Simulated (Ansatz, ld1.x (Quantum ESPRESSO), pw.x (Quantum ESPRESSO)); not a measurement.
What a changed setting does to a pw.x run (sc P)

Potential: norm-conserving RRKJ (Kleinman–Bylander form), ld1.x (Quantum ESPRESSO) 7.5, PBEsol; core [Ne], reference 3s2 3p3; waves: 3s (bound): rc 1.50 bohr; 3p (bound): rc 1.70 bohr; 3d channel at 0.05 Ry: rc 1.85 bohr; local part: all-electron potential smoothed inside 1.98 bohr (lloc = -2); core correction: none; rho0 0.02.

The reference run (k-mesh 13³, cutoffs 85/340 Ry, Fermi–Dirac 0.01 Ry, mixing_beta 0.4, conv_thr 1e-9, no spin) gives -0.25 GPa at 14.206 Å³/atom, where all-electron LAPW gives 0.21 GPa. This run, with its own iteration cap, changes k-mesh points per axis to 3.

```
&control
  calculation='scf', prefix='x', pseudo_dir='./', outdir='./tmp', tstress=.true., disk_io='none'
/
&system
  ibrav=0, nat=1, ntyp=1, ecutwfc=85, ecutrho=340, nbnd=9,
  occupations='smearing', smearing='fd', degauss=0.01
/
&electrons
  conv_thr=1e-09, mixing_beta=0.4, electron_maxstep=50
/
ATOMIC_SPECIES
P 1.0 P.UPF
CELL_PARAMETERS angstrom
  2.42190593 0.00000000 0.00000000
  0.00000000 2.42190593 0.00000000
  0.00000000 0.00000000 2.42190593
ATOMIC_POSITIONS crystal
P 0.0000 0.0000 0.0000
K_POINTS automatic
3 3 3 0 0 0
```

```bash
pw.x < P.scf.in > P.scf.out
```

Q: How does the run end?

A: It converges in 8 iterations; the free energy moves by +196.6 meV/atom and the pressure by -3.93 GPa.

```
Message from routine setup:
     using ibrav=0 with symmetry is DISCOURAGED, use correct ibrav instead
     lattice parameter (alat)  =       4.5767  a.u.
     unit-cell volume          =      95.8668 (a.u.)^3
     number of electrons       =         5.00
     number of Kohn-Sham states=            9
     kinetic-energy cutoff     =      85.0000  Ry
     charge density cutoff     =     340.0000  Ry
     scf convergence threshold =      1.0E-09
     Exchange-correlation= PBESOL
     number of k points=     4  Fermi-Dirac smearing, width (Ry)=  0.0100
     iteration #  1     ecut=    85.00 Ry     beta= 0.40
     total energy              =     -13.18668120 Ry
     estimated scf accuracy    <       0.00509579 Ry
     iteration #  2     ecut=    85.00 Ry     beta= 0.40
     total energy              =     -13.18663817 Ry
     estimated scf accuracy    <       0.00179254 Ry
     iteration #  3     ecut=    85.00 Ry     beta= 0.40
     total energy              =     -13.18665703 Ry
     estimated scf accuracy    <       0.00000045 Ry
     [... 2 iterations left out ...]
     iteration #  6     ecut=    85.00 Ry     beta= 0.40
     total energy              =     -13.18666356 Ry
     estimated scf accuracy    <          5.0E-09 Ry
     iteration #  7     ecut=    85.00 Ry     beta= 0.40
     total energy              =     -13.18666356 Ry
     estimated scf accuracy    <          1.4E-09 Ry
     iteration #  8     ecut=    85.00 Ry     beta= 0.40
     the Fermi energy is     9.2531 ev
!    total energy              =     -13.18666356 Ry
     estimated scf accuracy    <          9.3E-11 Ry
     smearing contrib. (-TS)   =      -0.00783377 Ry
     The total energy is F=E-TS. E is the sum of the following terms:
     one-electron contribution =       5.35722405 Ry
     hartree contribution      =       0.38219548 Ry
     xc contribution           =      -3.41978231 Ry
     ewald contribution        =     -15.49846701 Ry
     convergence has been achieved in   8 iterations
          total   stress  (Ry/bohr**3)                   (kbar)     P=      -41.81
     Message from routine punch:
     Nothing written, as per user request (disk_io='none')
```

The run took about 1.5 s on one core of a shared server CPU.
